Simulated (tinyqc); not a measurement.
Inside a calculation. Method: harmonic frequencies on the UHF/sto-6g surface (energies and gradients from PySCF), for CH, spin multiplicity 4. One step of it, computed by the program tinyqc.

Task: Normal modes. Diagonalise H_ij / sqrt(m_i m_j); the 5 smallest eigenvalues belong to translations and rotations; wavenumber = sqrt(eigenvalue / 1822.888) x 219474.63; each mode has its largest component positive (the first on a tie); zero-point energy = sum of wavenumbers / 2, with 349.755 1/cm per kcal/mol.

Hessian (symmetrised) (hartree/bohr^2), lower triangle:
```
             1Cx          1Cy          1Cz          2Hx          2Hy         2Hz
1Cx  -0.00000442
1Cy   0.00000000  -0.00000442
1Cz   0.00000000   0.00000000   0.48872345
2Hx   0.00000442   0.00000000   0.00000000  -0.00000442
2Hy   0.00000000   0.00000442   0.00000000   0.00000000  -0.00000442
2Hz   0.00000000   0.00000000  -0.48872345   0.00000000   0.00000000  0.48872345
```

masses (u): 1C 12.000000, 2H 1.007825

Give: eigenvalues of the mass-weighted Hessian; harmonic wavenumbers of the vibrations; mass-weighted modes; zero-point energy.

Result:

eigenvalues of the mass-weighted Hessian (hartree/(bohr^2 u)): 0.0000  0.0000  0.0000  0.0000  0.0000  0.5257

harmonic wavenumbers of the vibrations (1/cm): 3727.0

mass-weighted modes:
```
      mode 1
1Cx   0.0000
1Cy   0.0000
1Cz  -0.2783
2Hx   0.0000
2Hy   0.0000
2Hz   0.9605
```

zero-point energy = 5.3280 kcal/mol
